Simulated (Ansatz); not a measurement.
Species: C₂H₅, SMILES `[CH2]C` (charge 0, multiplicity 2).

Task: Give a relaxed geometry from B3LYP-D3(BJ)/def2-TZVP (Ansatz, a program for electronic structure).

Result: the end point of this relaxation (outside a Z-matrix the atoms follow the SMILES, hydrogens last).
Z-matrix (Å, degrees):
```
C
H 1 1.0925
H 1 1.0928 2 108.26
H 1 1.1011 2 106.40 3 -113.91
C 1 1.4831 2 111.86 4 -122.39
H 5 1.0813 1 120.95 2 32.45
H 5 1.0814 6 117.66 1 -172.22
```
